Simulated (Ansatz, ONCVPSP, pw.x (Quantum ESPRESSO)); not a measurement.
**pw.x on fcc Ca: one setting changed**

Potential: optimised norm-conserving Vanderbilt (ONCV), ONCVPSP 4.0.1, PBE; core [Ne], reference 3s2 3p6 3d0.5 4s1.5; waves: 3s+4s: rc 2.20 bohr, ncon 5, nbas 10, qcut 5.1 1/bohr, 2 projectors; 3p: rc 2.00 bohr, ncon 5, nbas 9, qcut 6.8 1/bohr, 2 projectors, debl 2.5 Ha; 3d: rc 2.00 bohr, ncon 4, nbas 8, qcut 7.8 1/bohr, 2 projectors, debl 2.1 Ha; local part: polynomial inside 1.85 bohr (lpopt 5, dvloc0 8.5 Ha); core correction: none.

The reference run (k-mesh 10³, cutoffs 60/240 Ry, Fermi–Dirac 0.01 Ry, mixing_beta 0.4, conv_thr 1e-9, no spin) gives 0.01 GPa at 42.272 Å³/atom, where all-electron LAPW gives -0.01 GPa. This run, with its own iteration cap, changes k-mesh shift to 1.

```
&control
  calculation='scf', prefix='x', pseudo_dir='./', outdir='./tmp', tstress=.true., disk_io='none'
/
&system
  ibrav=0, nat=1, ntyp=1, ecutwfc=60, ecutrho=240, nbnd=12,
  occupations='smearing', smearing='fd', degauss=0.01
/
&electrons
  conv_thr=1e-09, mixing_beta=0.4, electron_maxstep=50
/
ATOMIC_SPECIES
Ca 1.0 Ca.UPF
CELL_PARAMETERS angstrom
  0.00000000 2.76486714 2.76486714
  2.76486714 0.00000000 2.76486714
  2.76486714 2.76486714 0.00000000
ATOMIC_POSITIONS crystal
Ca 0.0000 0.0000 0.0000
K_POINTS automatic
10 10 10 1 1 1
```

```bash
pw.x < Ca.scf.in > Ca.scf.out
```

Problem. How does the run end?

Solution. It converges in 8 iterations; the free energy moves by +0.5 meV/atom and the pressure by +0.00 GPa. The result is that of the reference run.

```
Message from routine setup:
     using ibrav=0 with symmetry is DISCOURAGED, use correct ibrav instead
     lattice parameter (alat)  =       7.3890  a.u.
     unit-cell volume          =     285.2656 (a.u.)^3
     number of electrons       =        10.00
     number of Kohn-Sham states=           12
     kinetic-energy cutoff     =      60.0000  Ry
     charge density cutoff     =     240.0000  Ry
     scf convergence threshold =      1.0E-09
     Exchange-correlation= PBE
     number of k points=   110  Fermi-Dirac smearing, width (Ry)=  0.0100
     iteration #  1     ecut=    60.00 Ry     beta= 0.40
     total energy              =     -74.11847233 Ry
     estimated scf accuracy    <       0.01465523 Ry
     iteration #  2     ecut=    60.00 Ry     beta= 0.40
     total energy              =     -74.11813468 Ry
     estimated scf accuracy    <       0.00297858 Ry
     iteration #  3     ecut=    60.00 Ry     beta= 0.40
     total energy              =     -74.11845432 Ry
     estimated scf accuracy    <       0.00020062 Ry
     [... 2 iterations left out ...]
     iteration #  6     ecut=    60.00 Ry     beta= 0.40
     total energy              =     -74.11847410 Ry
     estimated scf accuracy    <       0.00000002 Ry
     iteration #  7     ecut=    60.00 Ry     beta= 0.40
     total energy              =     -74.11847411 Ry
     estimated scf accuracy    <          2.3E-09 Ry
     iteration #  8     ecut=    60.00 Ry     beta= 0.40
     the Fermi energy is     4.9601 ev
!    total energy              =     -74.11847411 Ry
     estimated scf accuracy    <          3.8E-10 Ry
     smearing contrib. (-TS)   =      -0.00540587 Ry
     The total energy is F=E-TS. E is the sum of the following terms:
     one-electron contribution =     -40.48767259 Ry
     hartree contribution      =      20.41772818 Ry
     xc contribution           =     -10.16751602 Ry
     ewald contribution        =     -43.87560781 Ry
     convergence has been achieved in   8 iterations
          total   stress  (Ry/bohr**3)                   (kbar)     P=        0.14
     Message from routine punch:
     Nothing written, as per user request (disk_io='none')
```

The run took about 51 s on one core of a shared host (Intel(R) Xeon(R) Platinum 8488C, 96 threads, 744 GiB, load 60).
